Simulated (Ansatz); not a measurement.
Input for Ansatz (development build ahead of 0.2.0):

```yaml
crystal:
  periodic: [false, false, false]
  atoms:
    - { symbol: B, position_ang: [0.0, 0.0, -1.189] }
    - { symbol: Al, position_ang: [0.0, 0.0, 1.189] }
basis:
  gaussian: { orbitals: "6-31G" }
magnetization:
  spin_polarized: true
  initial_magnetization: 2
hamiltonian:
  xc: hf
correlation:
  method: bccd_t
  frozen_orbitals: { Al: 5, B: 1 }
```

The input is written out in the form of the current development build from the run's settings.

The run gave:

```json
{"Converged": "yes", "Reference energy (starting determinant)": "-266.41316 hartree", "Correlation energy": "-0.08260 hartree", "Total energy": "-266.49576 hartree"}
```
